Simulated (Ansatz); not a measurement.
A made-up structure of CH₄NSi (charge -1), singlet:

```
atom    x (Å)    y (Å)    z (Å)
  N1  -1.0298  -1.7883   0.3452
  C2   0.0436  -1.2380  -0.0862
 Si3   0.4805   0.6045  -0.1735
  H4   0.8234  -1.9480   0.0205
  H5   0.8276   0.9065  -1.6054
  H6  -0.3416   1.8557   0.2484
  H7   1.7684   0.7872   0.5815
```

It is relaxed with PBE-D4/def2-SVPD and then PBE0-D4/def2-TZVPD (Ansatz 0.2.0). Atoms count as bonded within 1.22 times the sum of their covalent radii (H–H: 0.88 Å). The end point is not checked to be a true minimum.

(1) Does its bonding change? (A judgement: the text doesn't fix the answer.)

## Answers

(1) By the calculation: No: no bond forms or breaks.

Where it ends: The first stage lowers the energy by 0.75 eV in 16 steps. It ends as CH₄NSi ([N][CH][SiH3]), total charge -1:
```xyz
7
angstrom
N -1.0892 -1.4763 -0.3456
C 0.0650 -1.2892 0.0593
Si 0.6236 0.5425 -0.1494
H 0.7701 -2.0539 0.5110
H 0.5220 0.9330 -1.5931
H -0.3251 1.4399 0.5865
H 2.0057 1.0835 0.2618
```

Labels in which every atom is bracketed show which atoms are joined, not bond orders.

For scale, one of the runs: PBE0-D4/def2-TZVPD relaxation, 153 basis functions, launched by `ansatz run in.yaml --threads 2 --pin off --events-out ev --progress --plain --max-ram 4352MiB`. Hardware: 2 CPU threads of a Oxide Virtual Turin-like, shared host. Wall time about 18 s.
